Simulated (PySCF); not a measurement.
Molecule: SMILES CCCCF, C4H9F.

Bonds (- single, = double, # triple, : aromatic): C1-C2, C2-C3, C3-C4, C4-F5. C1 carries H6, H7, H8; C2 carries H9, H10; C3 carries H11, H12; C4 carries H13, H14.

Coordinates of the point at 0° (Å):
```xyz
14

C    -2.018   -0.039    0.013
C    -0.575   -0.191    0.485
C     0.513    0.166   -0.554
C     0.022    0.625   -1.920
F    -0.520   -0.418   -2.635
H    -2.199   -0.624   -0.883
H    -2.265    1.002   -0.186
H    -2.689   -0.395    0.792
H    -0.436    0.432    1.371
H    -0.433   -1.227    0.796
H     1.141    0.969   -0.165
H     1.157   -0.700   -0.717
H     0.862    0.997   -2.517
H    -0.750    1.396   -1.852
```

The dihedral C1–C2–C3–C4 is held at the listed angle and the rest relaxed with GFN2-xTB; GIAO PBE0/pcSseg-1 (PySCF 2.14, gas phase, non-relativistic), single atoms without averaging; energies are PBE0/pcSseg-1 single points on these structures.

Shifts are taken against calculated references (same method and geometry level): TMS for ¹³C (σ = 186.93 ppm), ¹H (σ = 31.72 ppm); ¹⁹F (σ = 170.95 ppm) vs CFCl3.

Problem. How do the shifts follow the torsion?

Solution. 
```
angle (°)  E rel. (kcal/mol)    C1    C2    C3    C4      F5    H7   H11   H12
        0                5.0  11.0  19.2  29.5  83.8  -239.0  1.11  1.41  2.16
       30                3.4  13.3  22.3  32.3  84.2  -238.5  1.15  1.55  2.01
       60                1.2  16.2  27.3  35.9  88.4  -238.9  1.38  1.58  1.74
       90                1.6  18.6  27.2  35.7  91.3  -246.8  1.51  1.46  1.61
      120                2.9  19.3  22.1  35.6  88.0  -253.2  1.10  1.64  1.43
      150                1.2  17.9  21.5  37.1  85.8  -254.4  0.90  1.57  1.45
      180                0.0  17.0  24.6  38.4  87.4  -250.5  0.95  1.14  1.77
      210                1.6  17.9  25.5  37.1  89.5  -248.2  1.04  0.75  2.17
      240                3.1  18.1  21.7  35.5  87.6  -247.2  0.95  0.72  2.28
      270                1.5  15.8  19.9  36.1  83.9  -249.5  0.75  0.90  2.19
      300                0.6  13.0  20.0  35.5  81.8  -258.9  0.51  1.03  2.16
      330                2.4  12.0  20.2  31.5  83.5  -253.7  0.78  1.16  2.17
```

Problem. Weight the points by Boltzmann factors at 298 K (these energies, one coordinate only). How far do the averages lie from the lowest point?

Solution. C1 16.2 (lowest point 17.0), C2 23.5 (lowest point 24.6), C3 37.2 (lowest point 38.4), C4 86.2 (lowest point 87.4), F5 -251.4 (lowest point -250.5), H7 0.90 (lowest point 0.95), H11 1.17 (lowest point 1.14), H12 1.86 (lowest point 1.77) ppm. The lowest point, 180°, carries 53 % of the weight. A 30° grid can miss a minimum, and energy differences under about 1 kcal/mol are within the error of this level. Unscaled 19F shifts carry errors that often reach 10 to 50 ppm.
